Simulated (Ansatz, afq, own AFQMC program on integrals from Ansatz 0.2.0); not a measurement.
Where AFQMC and coupled cluster stand for CH$_{2}$N, doublet

```yaml
atoms:
  - { symbol: C, position_ang: [-0.0029, -0.3826, 0.0273] }
  - { symbol: N, position_ang: [0.5911, 0.6685, -0.2175] }
  - { symbol: H, position_ang: [0.4381, -1.3967, -0.0278] }
  - { symbol: H, position_ang: [0.0740, 1.5502, -0.1311] }
```

Connectivity, by distances: CH–NH.

Basis def2-TZVP. Only valence electrons are correlated. Ansatz 0.2.0 and our own AFQMC program on the same integrals; the CISD trial comes from CCSD amplitudes, and released means the phaseless constraint is let go. ± is one standard error of the sampling.

Determinant: UHF, the one that the program's search chose, which needn't be the lowest solution. The geometry is a PBE0/def2-SVP stationary point of this or a neighbouring charge and spin state.

No full CI on the walks' own integrals is used here; CCSDT(Q) serves as the reference and is uncertain by about the last step of the cluster series.

Cautions: unrestricted determinant slightly spin contaminated (⟨S²⟩ 0.83 against 0.75).

The T1 diagnostic is 0.0378 and the weight of the determinant in the CISD state is 0.858. The ⟨S²⟩ of the determinant is 0.828 and the size of the correlated space is 11 electrons in 72 orbitals.

```tsv
level	correlation energy (eV)
MP2	-8.9406
CCSD	-9.5334
CCSD(T)	-9.9758
```

Q: Estimate where phaseless AFQMC with a CISD trial lies against CCSD(T) on the same integrals.

A: 3.7 ± 0.8 kJ/mol below CCSD(T).

Reference: CCSDT(Q), correlation energy -10.027 eV. The released energy is read at 2.40 1/Eh (meV from the phaseless value at times in 1/Eh: -6 ± 6 at 0.24, -14 ± 3 at 0.51, -6 ± 4 at 0.99, -12 ± 6 at 1.62, -11 ± 9 at 2.40).

| level | E − E(reference) (kJ/mol) | share of correlation (%) |
| --- | --- | --- |
| CCSD(T) | 4.9 | 99.49 |
| CCSDT | 3.0 | 99.69 |
| ph-AFQMC/CISD | 1.3 ± 0.8 | 99.87 |
| released AFQMC | 0.2 ± 0.8 | 99.98 |

Released energies are given only where the last usable release times agree within the noise; a slower fall can still hide under it.
